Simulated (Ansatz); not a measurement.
Geometry optimisation, Ansatz 0.2.0, UKS BHLYP-D4/cc-pVDZ.

Input file:

```yaml
crystal:
  periodic: [false, false, false]
  atoms:
    - { symbol: H, position_ang: [-0.281033, -0.721041, -0.295645] }
    - { symbol: S, position_ang: [2.108526, -1.335992, 0.718377] }
    - { symbol: C, position_ang: [-0.795981, 0.230351, -0.32908] }
    - { symbol: F, position_ang: [0.019516, 1.179595, 0.255795] }
    - { symbol: H, position_ang: [1.677498, -0.058428, 0.783553] }
    - { symbol: H, position_ang: [-0.994323, 0.525709, -1.362728] }
    - { symbol: H, position_ang: [-1.734203, 0.179906, 0.229629] }
magnetization:
  spin_polarized: true
  initial_magnetization: 1
basis:
  gaussian: { orbitals: cc-pVDZ }
hamiltonian:
  xc: { name: BHLYP }
  dispersion: d4
relax:
  f_tol: 0.03
  max_steps: 50
output:
  orbitals: {}
```

Command:

```bash
$ ansatz run input.yaml --threads 2 --pin off --max-ram 3072MiB --backend cpu --events-out ev --progress --plain --runs-dir out
```

Task: Where does it end, and by what steps?

Result: It converged. The force dipped under the threshold on the way, but the program's further checks kept it going. After 7 steps the energy has fallen by 0.051 eV; S2 moved furthest, 0.39 Å.

```
step  energy less start (eV)  largest force component (eV/Å)  accepted
   0                  0.0000                           0.317       yes
   1                 -0.0389                           0.247       yes
   2                 -0.0460                           0.149       yes
   3                 -0.0487                           0.074       yes
   4                 -0.0471                           0.351        no
   5                 -0.0501                           0.047       yes
   6                 -0.0510                           0.017       yes
   7                 -0.0511                           0.024       yes
```

```xyz
7
Properties=species:S:1:pos:R:3
H -0.508 -0.779 -0.412
S 2.449 -1.279 0.889
C -0.879 0.247 -0.364
F 0.071 1.036 0.253
H 1.722 -0.143 0.786
H -1.054 0.631 -1.371
H -1.802 0.287 0.219
```

Whether the end is a true minimum wasn't checked by a vibrational analysis.

Run time: 31 s on 2 threads of Arm Neoverse V2, with other jobs on the host, peak memory 0.17 GiB.
